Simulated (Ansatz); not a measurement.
# AlCP (quintet): wave-function methods side by side, def2-TZVPP

One table from this session's results is given with a row withheld; the runs are named, their logs left out.

The runs use Ansatz 0.2.0, Gaussian basis; def2-TZVPP, core rule «outside noble gas», up to 11 orbitals frozen.

To be run: UHF; ROHF; CCSD(T) on UHF.

2 further runs of the same task are left out: 2 set aside as unsound or not needed.

## The system

The geometry is a PBE0/def2-TZVP stationary point (not a proven minimum) of the parent state, kept for this charge and spin.

3 atoms, charge 0, spin multiplicity 5.

Atoms are counted from 1 here; the program's logs count them from 0.

Bond lengths: Al1–C2 1.848 Å, C2–P3 1.569 Å. Angles: Al1–C2–P3 180.0°.

The first run:

The input, in.yaml:

```yaml
crystal:
  periodic: [false, false, false]
  atoms:
    - {symbol: Al, position_ang: [0.000000, 0.000000, 1.754767]}
    - {symbol: C, position_ang: [0.000000, 0.000000, -0.092933]}
    - {symbol: P, position_ang: [0.000000, 0.000000, -1.661833]}
basis:
  gaussian: {orbitals: def2-TZVPP}
magnetization: {spin_polarized: true, initial_magnetization: 4}
hamiltonian: {xc: hf}
output: {orbitals: {seedname: orbitals}}
```

On the command line:

```sh
ansatz run in.yaml --threads 1 --pin off --events-out ev --progress --plain --max-ram 2560MiB --backend cpu
```

Steps of the session up to this table: UHF; ROHF; CCSD(T) on UHF.

One of the session's tables, all rows but one given; the rest of the session is left out.

| method | from UCCSD(T) (kJ/mol) |
| --- | --- |
| ROHF | +870.3 |
| UHF | ? |
| UMP2 | +157.3 |
| UCCSD | +49.9 |
| UCCSD(T) | 0 |

Q: Estimate the row for UHF from the others.

**Answer.** from UCCSD(T) (kJ/mol): +838.4. In the column «from UCCSD(T) (kJ/mol)» it lies between UMP2 (+157.3) and ROHF (+870.3).
